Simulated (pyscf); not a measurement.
Single points on ωB97X-D3(BJ)/def2-SVP structures (PySCF, gas phase). MP2 and CC: frozen core, UHF for open shells. ΔMP2 is the change of the MP2 total energy from the triple- to the quadruple-zeta basis.

### Question
How much does it cost (ΔH, 298 K, CCSD(T)/def2-TZVPP + ΔMP2(QZVPP)) to split F–N(F)–F (SMILES FN(F)F) at its F–N bond into F• + F–N•–F?

### Answer
F–N to F• + F–N•–F: 2.49 eV. The CCSD(T) − MP2 part came from Ansatz, without density fitting, on the same reference. Left out: the spin-orbit lowering of F.
